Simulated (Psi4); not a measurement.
# CH3FSi (SMILES C[Si]F): a chain of runs, part 1 of 3

Aim: a series of 10 runs (PBE-D4/def2-SVP, PBE0-D4/def2-TZVP, PBE-D4/def2-TZVPP, r2SCAN-D4/def2-TZVPP, B3LYP-D4/def2-TZVPP, PBE0-D4/def2-TZVPP, wB97M-V/def2-TZVPP, CCSD(T)/def2-TZVPP, and more) of CH3FSi. The job is set up through a Python script.

The results are computed with Psi4 1.11.

## (1) The structure to begin with

The species is CH3FSi (6 atoms), meant as a singlet with charge 0. SMILES: `C[Si]F`. The coordinates come from a GFN2-xTB, rattled relaxation. The run starts from this shape.

Bond lengths: C1–Si2 1.905 Å, Si2–F3 1.672 Å, C1–H4 1.126 Å, C1–H5 1.026 Å, C1–H6 1.179 Å. Angles: C1–Si2–F3 95.8°, Si2–C1–H4 113.0°, Si2–C1–H5 113.1°, Si2–C1–H6 115.7°, H4–C1–H5 107.3°, H4–C1–H6 100.5°, H5–C1–H6 106.1°.

## (2) A geometry optimisation at PBE-D4/def2-SVP (density fitting) (run 1)

Input file job.py:

```python
import psi4

psi4.set_memory('3300 MB')
psi4.set_num_threads(2)
psi4.set_output_file('psi4.out', False)

m = psi4.geometry("""
0 1
C     -0.263780     0.374735    -0.161848
Si     0.507150    -0.571238     1.300379
F      1.415590    -1.617971     0.364731
H     -0.979743     1.180119     0.164487
H      0.435376     0.815275    -0.770523
H     -0.961355    -0.259822    -0.870111
symmetry c1
""")

psi4.set_options({
    'basis': 'def2-SVP',
    'scf_type': 'df',
    'geom_maxiter': 60,
    'max_force_g_convergence': 0.0005,
})

e = psi4.optimize('pbe-d4')
print(f'total energy {e:.8f} hartree = {e * 27.211386:.5f} eV')
print(m.to_string(dtype='xyz', units='Angstrom'))
for k, v in sorted(psi4.core.scalar_variables().items()):
    print(f'{k:45s} {v:18.10f}')
```

On the command line:

```sh
$ python job.py
```

psi4.out:

```text
Psi4 1.11 release

gradient() will perform analytic gradient computation.

   => Loading Basis Set <=

    Name: DEF2-SVP
    Role: ORBITAL
    Keyword: BASIS

   => PBE-D4(BJ,EEQ)ATM: Empirical Dispersion <=

        a1 =       0.385750
        a2 =       4.806885
       alp =      16.000000
        s6 =       1.000000
        s8 =       0.959481
        s9 =       1.000000
        ga =       3.000000
        gc =       2.000000
        wf =       6.000000

         ---------------------------------------------------------
                                   SCF
                              RKS Reference
                        2 Threads,   3147 MiB Core
         ---------------------------------------------------------

  ==> Geometry <==

    Molecular point group: c1
    Full point group: C1

    Geometry (in Angstrom), charge = 0, multiplicity = 1:

       Center              X                  Y                   Z               Mass
    ------------   -----------------  -----------------  -----------------  -----------------
         C           -0.850881374339     1.027560101242    -0.805086858697    12.000000000000
         SI          -0.079951374339     0.081587101242     0.657140141303    27.976926534650
         F            0.828488625661    -0.965145898758    -0.278507858697    18.998403162730
         H           -1.566844374339     1.832944101242    -0.478751858697     1.007825032230
         H           -0.151725374339     1.468100101242    -1.413761858697     1.007825032230
         H           -1.548456374339     0.393003101242    -1.513349858697     1.007825032230

  Running in c1 symmetry.

  Rotational constants: A =      0.66530  B =      0.25852  C =      0.19287 [cm^-1]
  Rotational constants: A =  19945.31630  B =   7750.24623  C =   5782.08392 [MHz]
  Nuclear repulsion =   96.681566339198540

  Charge       = 0
  Multiplicity = 1
  Electrons    = 32
  Nalpha       = 16
  Nbeta        = 16

  ==> Algorithm <==

  SCF Algorithm Type is DF.
  DIIS enabled.
  MOM disabled.
  Fractional occupation disabled.
  Guess Type is SAD.
  Energy threshold   = 1.00e-08
  Density threshold  = 1.00e-08
  Integral threshold = 1.00e-12

  ==> Primary Basis <==

  Basis Set: DEF2-SVP
    Blend: DEF2-SVP
    Number of shells: 29
    Number of basis functions: 61
    Number of Cartesian functions: 64
    Spherical Harmonics?: true
    Max angular momentum: 2

  ==> DFT Potential <==

   => LibXC <=

    Version 7.1.2

   => Composite Functional: PBE-D4BJEEQATM <=

    PBE GGA Exchange-Correlation Functional

    Deriv               =              1
    GGA                 =           TRUE
    Meta                =          FALSE

    Exchange Hybrid     =          FALSE
    MP2 Hybrid          =          FALSE

   => Exchange Functionals <=

    1.0000     XC_GGA_X_PBE

   => Correlation Functionals <=

    1.0000     XC_GGA_C_PBE

   => LibXC Density Thresholds  <==

    XC_GGA_C_PBE:  1.00E-12
    XC_GGA_X_PBE:  1.00E-15

   => Molecular Quadrature <=

    Radial Scheme          =       TREUTLER
    Pruning Scheme         =           NONE
    Nuclear Scheme         =       TREUTLER

    Blocking Scheme        =         OCTREE
    BS radius alpha        =              1
    Pruning alpha          =              1
    Radial Points          =             75
    Spherical Points       =            302
    Total Points           =         130170
    Total Blocks           =           1036
    Max Points             =            256
    Max Functions          =             60
    Weights Tolerance      =       1.00E-15

   => Loading Basis Set <=

    Name: (DEF2-SVP AUX)
    Role: JKFIT
    Keyword: DF_BASIS_SCF

  ==> Integral Setup <==

  DFHelper Memory: AOs need 0.011 GiB; user supplied 2.116 GiB.
  SCF_SUBTYPE=INCORE selected. In-core MEM_DF algorithm will be used.
  Using in-core AOs.

  ==> MemDFJK: Density-Fitted J/K Matrices <==

    J tasked:                   Yes
    K tasked:                    No
    wK tasked:                   No
    Memory [MiB]:              2166
    Algorithm:                 Core
    Schwarz Cutoff:           1E-12
    Mask sparsity (%):       0.3225
    Fitting Condition:        1E-10

   => Auxiliary Basis Set <=

  Basis Set: (DEF2-SVP AUX)
    Blend: DEF2-UNIVERSAL-JKFIT
    Number of shells: 106
    Number of basis functions: 334
    Number of Cartesian functions: 397
    Spherical Harmonics?: true
    Max angular momentum: 4

  Cached 100.0% of DFT collocation blocks in 0.189 [GiB].

  Minimum eigenvalue in the overlap matrix is 1.3575236596E-02.
  Reciprocal condition number of the overlap matrix is 2.6714837749E-03.
    Using symmetric orthogonalization.

  ==> Pre-Iterations <==

  SCF Guess: Superposition of Atomic Densities via on-the-fly atomic UHF (no occupation information).

   -------------------------
    Irrep   Nso     Nmo
   -------------------------
     A         61      61
   -------------------------
    Total      61      61
   -------------------------

  ==> Iterations <==

                           Total Energy        Delta E     RMS |[F,P]|

   @DF-RKS iter SAD:  -428.20193485232795   -4.28202e+02   0.00000e+00
[... 2 lines left out ...]
   @DF-RKS iter   3:  -428.73031208449680   -1.06721e+00   3.35957e-03 DIIS/ADIIS
[... 2 lines left out ...]
   @DF-RKS iter   6:  -428.74969254624301   -3.96770e-04   5.92680e-05 DIIS
[... 2 lines left out ...]
   @DF-RKS iter   9:  -428.74970089260972   -5.71794e-09   4.54522e-07 DIIS
[... 2 lines left out ...]
   @DF-RKS iter  12:  -428.74970089339610   -3.63798e-12   5.70690e-09 DIIS
[... 33 lines left out ...]
  @DF-RKS Final Energy:  -428.74970089339610
[... 5 lines left out ...]
    Two-Electron Energy =                 297.8001695778568774
[... 2 lines left out ...]
    VV10 Nonlocal Energy =                  0.0000000000000000
[... 16 lines left out ...]
 Dipole Y            :         -3.9435655            4.3753098            0.4317443
[... 125 lines left out ...]
	                                 ==> Convergence Check <==
[... 8 lines left out ...]
	  Convergence Criteria              o    5.00e-04 *             o             o             o~
[... 125 lines left out ...]
   @DF-RKS iter   0:  -428.75976687370098   -4.28760e+02   2.39582e-03
[... 2 lines left out ...]
   @DF-RKS iter   3:  -428.75835495517146   -3.37707e-04   1.96855e-04 DIIS/ADIIS
[... 2 lines left out ...]
   @DF-RKS iter   6:  -428.75841481861841   -1.64948e-07   7.93283e-07 DIIS
[... 2 lines left out ...]
   @DF-RKS iter   9:  -428.75841482030972   -1.02318e-11   1.08024e-08 DIIS
[... 8 lines left out ...]
    Final Occupation by Irrep:
[... 10 lines left out ...]
    One-Electron Energy =                -785.5185479913563995
[... 2 lines left out ...]
    Empirical Dispersion Energy =          -0.0031650810332793
[... 16 lines left out ...]
 Dipole X            :          3.4118534           -3.7838755           -0.3720221
[... 45 lines left out ...]
    Weights Tolerance      =       1.00E-15
[... 56 lines left out ...]
	   Step    Total Energy     Delta E     Max Force     RMS Force      Max Disp      RMS Disp
[... 94 lines left out ...]
                           Total Energy        Delta E     RMS |[F,P]|
[... 3 lines left out ...]
   @DF-RKS iter   2:  -428.75875109013430    2.75469e-05   1.34123e-04 DIIS/ADIIS
[... 2 lines left out ...]
   @DF-RKS iter   5:  -428.75880362915711   -4.01802e-07   1.47139e-06 DIIS
[... 2 lines left out ...]
   @DF-RKS iter   8:  -428.75880363485885   -1.73372e-11   1.66561e-08 DIIS
[... 8 lines left out ...]
    Final Occupation by Irrep:
[... 10 lines left out ...]
    One-Electron Energy =                -785.7858461060465061
[... 2 lines left out ...]
    Empirical Dispersion Energy =          -0.0031673989281243
[... 16 lines left out ...]
 Dipole X            :          3.3875561           -3.7518979           -0.3643418
[... 45 lines left out ...]
    Weights Tolerance      =       1.00E-15
[... 56 lines left out ...]
	   Step    Total Energy     Delta E     Max Force     RMS Force      Max Disp      RMS Disp
[... 94 lines left out ...]
                           Total Energy        Delta E     RMS |[F,P]|
[... 3 lines left out ...]
   @DF-RKS iter   2:  -428.75881306149529    2.19005e-05   9.43130e-05 DIIS
[... 2 lines left out ...]
   @DF-RKS iter   5:  -428.75885101410904   -7.49019e-08   5.71152e-07 DIIS
[... 2 lines left out ...]
   @DF-RKS iter   8:  -428.75885101480588   -9.43601e-12   5.98585e-09 DIIS
[... 13 lines left out ...]
  @DF-RKS Final Energy:  -428.75885101480588
[... 5 lines left out ...]
    Two-Electron Energy =                 297.8725616795397855
[... 2 lines left out ...]
    VV10 Nonlocal Energy =                  0.0000000000000000
[... 16 lines left out ...]
 Dipole Y            :         -3.9755576            4.3890404            0.4134828
[... 94 lines left out ...]
	                                 ==> Convergence Check <==
[... 8 lines left out ...]
	  Convergence Criteria              o    5.00e-04 *             o             o             o
[... 94 lines left out ...]
   @DF-RKS iter   0:  -428.75890396400570   -4.28759e+02   2.14179e-04
[... 2 lines left out ...]
   @DF-RKS iter   3:  -428.75885794987937   -2.45075e-05   5.16376e-06 DIIS
[... 2 lines left out ...]
   @DF-RKS iter   6:  -428.75885799896321   -1.32957e-10   4.01479e-08 DIIS
[... 28 lines left out ...]
    Final Occupation by Irrep:
[... 4 lines left out ...]

  @DF-RKS Final Energy:  -428.75885799896980

   => Energetics <=

    Nuclear Repulsion Energy =             96.7902185130271704
    One-Electron Energy =                -785.8756598023687729
    Two-Electron Energy =                 297.8827659895993634
    DFT Exchange-Correlation Energy =     -37.5530129506586121
    Empirical Dispersion Energy =          -0.0031697485689420
    VV10 Nonlocal Energy =                  0.0000000000000000
    Total Energy =                       -428.7588579989698019

Computation Completed

Properties will be evaluated at   0.000000,   0.000000,   0.000000 [a0]

Properties computed using the SCF density matrix

 Multipole Moments:

 ------------------------------------------------------------------------------------
     Multipole            Electronic (a.u.)      Nuclear  (a.u.)        Total (a.u.)
 ------------------------------------------------------------------------------------

 L = 1.  Multiply by 2.5417464519 to convert [e a0] to [Debye]
 Dipole X            :          3.3583866           -3.7117203           -0.3533337
 Dipole Y            :         -3.9749520            4.3888674            0.4139154
 Dipole Z            :          2.6660883           -2.8530648           -0.1869765
 Magnitude           :                                                    0.5754397

 ------------------------------------------------------------------------------------

	total time  =         11 seconds =       0.18 minutes

         ------------------------------------------------------------
                                   SCF GRAD
         ------------------------------------------------------------

  ==> Geometry <==

    Molecular point group: c1
    Full point group: C1

    Geometry (in Angstrom), charge = 0, multiplicity = 1:

       Center              X                  Y                   Z               Mass
    ------------   -----------------  -----------------  -----------------  -----------------
         C           -0.879785434664     1.050016691958    -0.793512572704    12.000000000000
         SI          -0.083334092263     0.071483430505     0.641272683704    27.976926534650
         F            0.843329748290    -0.965226915845    -0.266656386614    18.998403162730
         H           -1.554449495652     1.857210237935    -0.442000934704     1.007825032230
         H           -0.091925933861     1.494935496349    -1.442602060704     1.007825032230
         H           -1.462360178260     0.356516964115    -1.442008511757     1.007825032230

  Nuclear repulsion =   96.790218513027170

   => Molecular Quadrature <=

    Radial Scheme          =       TREUTLER
    Pruning Scheme         =           NONE
    Nuclear Scheme         =       TREUTLER

    Blocking Scheme        =         OCTREE
    BS radius alpha        =              1
    Pruning alpha          =              1
    Radial Points          =             75
    Spherical Points       =            302
    Total Points           =         130166
    Total Blocks           =           1043
    Max Points             =            256
    Max Functions          =             60
    Weights Tolerance      =       1.00E-15

  -Total Gradient:
     Atom            X                  Y                   Z
    ------   -----------------  -----------------  -----------------
       1       -0.000037745741     0.000010628641     0.000019806239
       2       -0.000032384414    -0.000002461692    -0.000085643421
       3       -0.000059145648     0.000066794406     0.000213657722
       4        0.000008357164    -0.000038820575     0.000140477073
       5        0.000038284235     0.000021535473    -0.000129520126
       6        0.000021098591     0.000010704170    -0.000028547982

	total time  =          4 seconds =       0.07 minutes

    			-----------------------------------------

    			 OPTKING 3.0: for geometry optimizations

    			        with contributions from

    			-----------------------------------------

	                            ===> Fragment 1 <==

	 Z (Atomic Numbers)          Masses                          Geom
	       6.000000            12.000000         -1.66255352  1.98424397 -1.49952144
	      14.000000            27.976927         -0.15747861  0.13508411  1.21182974
	       9.000000            18.998403          1.59366226 -1.82401452 -0.50390754
	       1.000000             1.007825         -2.93748382  3.50961871 -0.83526071
	       1.000000             1.007825         -0.17371484  2.82501866 -2.72612280
	       1.000000             1.007825         -2.76346023  0.67371942 -2.72500116

	 - Coordinate -           - BOHR/RAD -       - ANG/DEG -
	 R(1,2)           =         3.610550           1.910621
	 R(1,4)           =         2.096058           1.109186
	 R(1,5)           =         2.104304           1.113550
[... 11 lines of this table left out ...]
	 D(3,2,1,6)       =         1.051320          60.236191

	        --- Internal Coordinate Step in ANG or DEG, aJ/ANG or AJ/DEG ---
	-------------------------------------------------------------------------------
	           Coordinate      Previous         Force          Change          New
	           ----------      --------        ------          ------        ------
	               R(1,2)       1.91062        0.00011        0.00020       1.91082
	               R(1,4)       1.10919        0.00002       -0.00004       1.10914
	               R(1,5)       1.11355       -0.00097       -0.00021       1.11334
[... 11 lines of this table left out ...]
	           D(3,2,1,6)      60.23619       -0.00000       -0.33048      59.90571
	-------------------------------------------------------------------------------

	                                 ==> Convergence Check <==

	Measures of convergence in internal coordinates in au.

	Criteria marked as inactive (o), active & met (*), and active & unmet ( ).

	----------------------------------------------------------------------------------------------
	   Step    Total Energy     Delta E     Max Force     RMS Force      Max Disp      RMS Disp
	----------------------------------------------------------------------------------------------
	  Convergence Criteria              o    5.00e-04 *             o             o             o
	----------------------------------------------------------------------------------------------
	     5    -428.75885800   -6.98e-06 o    2.74e-04 *    1.20e-04 o    5.77e-03 o    2.47e-03 o  ~
	----------------------------------------------------------------------------------------------

Next Geometry in Ang
	Fragment 1 (Ang)

	    C  -0.8797935501   1.0504570295  -0.7928475352
	   Si  -0.0813528532   0.0730102039   0.6418443256
	    F   0.8402481199  -0.9661027710  -0.2688904534
	    H  -1.5562463180   1.8572184944  -0.4439229904
	    H  -0.0914404321   1.4956777515  -1.4407767667
	    H  -1.4599403530   0.3546751968  -1.4409143628

    Final optimized geometry and variables:
    Molecular point group: c1
    Full point group: C1

    Geometry (in Angstrom), charge = 0, multiplicity = 1:

    C           -0.879785434664     1.050016691958    -0.793512572704
    SI          -0.083334092263     0.071483430505     0.641272683704
    F            0.843329748290    -0.965226915845    -0.266656386614
    H           -1.554449495652     1.857210237935    -0.442000934704
    H           -0.091925933861     1.494935496349    -1.442602060704
    H           -1.462360178260     0.356516964115    -1.442008511757

[set-up sections that repeat, and orbital energies of the middle runs, are left out above]
```

Standard output:

```text
Optimizer: Optimization complete!
total energy -428.75885800 hartree = -11667.12279 eV
6
0 1 CFH3Si
C                    -0.879785434664     1.050016691958    -0.793512572704
Si                   -0.083334092263     0.071483430505     0.641272683704
F                     0.843329748290    -0.965226915845    -0.266656386614
H                    -1.554449495652     1.857210237935    -0.442000934704
H                    -0.091925933861     1.494935496349    -1.442602060704
H                    -1.462360178260     0.356516964115    -1.442008511757

CURRENT ENERGY                                   -428.7588579990
CURRENT REFERENCE ENERGY                         -428.7588579990
DD SOLVATION ENERGY                                 0.0000000000
DFT FUNCTIONAL TOTAL ENERGY                      -428.7556882504
DFT TOTAL ENERGY                                 -428.7588579990
DFT VV10 ENERGY                                     0.0000000000
DFT XC ENERGY                                     -37.5530129507
DISPERSION CORRECTION ENERGY                       -0.0031697486
GRID ELECTRONS ALPHA                               15.9999937727
GRID ELECTRONS BETA                                15.9999937727
GRID ELECTRONS TOTAL                               31.9999875455
NUCLEAR REPULSION ENERGY                           96.7902185130
ONE-ELECTRON ENERGY                              -785.8756598024
OPTIMIZATION ITERATIONS                             5.0000000000
PBE-D4(BJ,EEQ)ATM DISPERSION CORRECTION ENERGY      -0.0031697486
PCM POLARIZATION ENERGY                             0.0000000000
PE ENERGY                                           0.0000000000
SCF ITERATION ENERGY                             -428.7588579990
SCF ITERATIONS                                      7.0000000000
SCF TOTAL ENERGY                                 -428.7588579990
TWO-ELECTRON ENERGY                               297.8827659896
XC GRID RADIAL POINTS                              75.0000000000
XC GRID SPHERICAL POINTS                          302.0000000000
XC GRID TOTAL POINTS                           130166.0000000000
```

Wall time 1.7 min (2 threads of AMD EPYC (Zen 3), shared host); peak memory 0.5 GiB.

The path in brief:

| step | energy from the first frame kept (eV) | largest force (eV/Å) |
| --- | --- | --- |
| 0 | 0.0000 | 4.5941 |
| 1 | -0.2371 | 0.6339 |
| 2 | -0.2477 | 0.1713 |
| 3 | -0.2490 | 0.0500 |
| 4 | -0.2492 | 0.0119 |

After the run. Bond lengths: C1–Si2 1.911 Å, Si2–F3 1.661 Å, C1–H4 1.109 Å, C1–H5 1.114 Å, C1–H6 1.114 Å. Angles: C1–Si2–F3 98.2°, Si2–C1–H4 112.8°, Si2–C1–H5 110.3°, Si2–C1–H6 109.7°, H4–C1–H5 108.9°, H4–C1–H6 108.6°, H5–C1–H6 106.2°.

(Continued in part 2 of 3.)
